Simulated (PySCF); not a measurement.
The S–O bond energy of SO₃

Method: PySCF, PBE, basis S def2-TZVP, O def2-TZVP (no relativity, density fitting).

Each entry is the lowest minimum that a search over a few typed start shapes (and spin states, where more than one is plausible) found, or that minimum re-optimised at the stated level; isomers with ligand–ligand bonds, or fragments after loss of a ligand pair, can lie lower.

Total energies (Eh), which compare only within these settings: O atom -75.00969.

| species | 2S+1 | group | E (Eh) | ZPE (kJ/mol) |
| --- | --- | --- | --- | --- |
| SO₂ | 1 | C2v | -548.40191 | 17.5 |
| SO₃ | 1 | D3h | -623.56411 | 31.0 |

**Question.** What are De and D0 for SO₃ → SO₂ + O?

**Answer.** De = [(-548.40191) + (-75.00969) − (-623.56411)] × 2625.5 = 400 kJ/mol. The zero-point energy changes by -13.5 kJ/mol, so D0 = 387 kJ/mol.

Atoms and open shells are unrestricted, without spin–orbit or basis-set superposition corrections.
